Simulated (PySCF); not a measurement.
**The bond of N₂, level by level**

An exercise on one series of results from a longer session: the logs are not shown, and one member is left open.

Computed with PySCF 2.14.0. Level: N x2c-TZVPPall, spin-free X2C with a Gaussian nucleus.

The first run:

Settings of the job:

```
atoms                         : N, N
charge                        : 0
basis                         : N x2c-TZVPPall
Hamiltonian                   : spin-free X2C with a Gaussian nucleus
basis functions               : 62
electrons treated             : 14
masses in u                   : 14.0031, 14.0031
levels                        : PBE0, PBE, r²SCAN, TPSSh, BHandHLYP, B3LYP, B2PLYP, ωB97X, HF, MP2, SCS-MP2, CCSD, CCSD(T)
grid                          : 80 radial by 434 angular points
occupations                   : held fixed by the projection of orbital angular momentum
dissociation limit            : N + N, each in its ground configuration
starting distance in angstrom : 1.310
values of 2S to try           : 0, 2, 4
```

Started as:

```
$ OMP_NUM_THREADS=1 python dia.py task.json out
```

Steps of the session up to this table: Set-up; First curve: PBE0; Higher solutions at PBE0; PBE (GGA); r²SCAN; TPSSh; BHandHLYP (global hybrid GGA); B3LYP; B2PLYP (double hybrid); ωB97X (range-separated hybrid); RHF (mean field); Correlated methods on the Hartree–Fock reference.

One of the session's tables, all rows but one given; the rest of the session is left out.

Energy (eV) from each level's lowest point:

```
R (Å)    RHF  RHF-MP2  RHF-SCS-MP2  RHF-CCSD  RHF-CCSD(T)
0.937  2.144    3.093        3.026       n/a          n/a
0.981  0.837    1.540        1.484     1.322        1.421
1.025      ?        ?            ?         ?            ?
1.057  0.000    0.215        0.185     0.120        0.152
1.090  0.046    0.028        0.012     0.000        0.000
1.123  0.267    0.000        0.000     0.049        0.015
1.166  0.773    0.149        0.172     0.317        0.234
1.221  1.652    0.537        0.595     0.885        0.734
1.286  2.939    1.168        1.275     1.781        1.540
1.373  4.858    2.090        2.275       n/a          n/a
```

Q: Estimate the row for R (Å) = 1.025 from the others.

Worked estimate for «RHF». A straight line through the neighbours (0.981, 0.837) and (1.057, 0.000) gives 0.837 + (0.000 − 0.837) × (1.025 − 0.981) / (1.057 − 0.981) = 0.352; a parabola fitted to 4 rows on both sides gives 0.148.

The run gave: RHF: 0.173; RHF-MP2: 0.606; RHF-SCS-MP2: 0.565; RHF-CCSD: 0.453; RHF-CCSD(T): 0.515. In «RHF» the line misses by +0.179 and the parabola by -0.025.

Caveats from the session: Lowest PBE0 solution found, without spin–orbit coupling: ¹Σg⁺ (singlet), closed shell. Warnings in the runs' records: inverted.
